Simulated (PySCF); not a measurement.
Species: C4H2N (doublet state).
SMILES with atom numbers: `[N:1]#[C:2][C:3]1=[CH:4][CH:5]1` (hydrogens: H6 on C4; H7 on C5)

Structure used (GFN2-xTB), in Å, numbered top down from 1:
```xyz
7
C4H2N angstrom
N      2.6449   -1.0337    0.1021
C      1.5571   -0.6110    0.0575
C      0.3174   -0.1268    0.0090
C     -1.1318   -0.2630    0.0230
C     -0.6436    0.9605   -0.1012
H     -1.9568   -0.9291    0.0901
H     -0.7841    2.0080   -0.2075
```

Theory: UKS B3LYP, pcH-1 on C H N, non-relativistic, mean-field spin-orbit, GIAO (PySCF 2.14.0). Isolated species at its GFN2-xTB geometry, gas phase. A GFN2-xTB geometry isn't a minimum of the functional, and hyperfine couplings can be far from their values at a DFT geometry. The SCF solution wasn't tested for stability.

Question: Predict the first-order ENDOR lines of N1 and H6/H7 under fast tumbling at B = 348.6 mT (X band).

Answer: For S = 1/2 in fast tumbling each set of equivalent nuclei gives two lines, ν± = |νn ± a/2| to first order, with νn = g_N μN B/h and μN/h = 7.62259 MHz/T.

```csv
nuclei,isotope,g_N,νn (MHz),a_iso (MHz),lower line (MHz),upper line (MHz)
N1,14N,0.4038,1.07,10.94,4.40,6.54
H6/H7,1H,5.5857,14.84,-12.37,8.66,21.03
```

Question: Which pairs are centred on the nuclear Larmor frequency, and which on half the coupling?

Answer: Centred on νn, since |a| < 2νn: H6/H7. Centred on |a|/2 and split by 2νn: N1.

Question: At what field would the lower line of H6/H7 fall to zero frequency?

Answer: Where νn = |a|/2, that is B = 6.18 MHz/(5.5857 × 7.62259 MHz/T) = 145 mT, as far as first order holds there.

Nuclei that the bonding pattern makes equivalent are averaged, as if the motion that swaps them (rotation, inversion, ring flip) were fast.

Largest spin populations (Mulliken): C3 (+0.61), N1 (+0.43), C2 (-0.18) and C4 (+0.07). The angles at C3 add up to 360.0°, so it is planar.

The SMILES draws the unpaired electron on C5; the largest computed Mulliken spin population is on C3 (0.61 against 0.07).
